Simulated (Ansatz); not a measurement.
Cartesian coordinates in Å:
```
F -0.7396 -1.4439 -0.0128
Al 0.0124 0.0117 0.0276
F 0.1191 0.8605 -1.3702
H 0.6081 0.5718 1.3554
```

The species carries charge 0 and has multiplicity 1.

Question: List the PBE0/def2-TZVPP orbital energies in eV (Ansatz). (Estimate.)

Answer: Computed: Occupied: -1528.93, -673.36, -673.36, -114.78, -74.91, -74.74, -74.69, -32.48, -32.26, -13.86, -12.79, -12.27, -12.14, -11.78, -11.55, -10.12. Lowest empty: -0.88, -0.52, 1.02, 2.80, 3.80, 4.65, 5.47, 5.81.
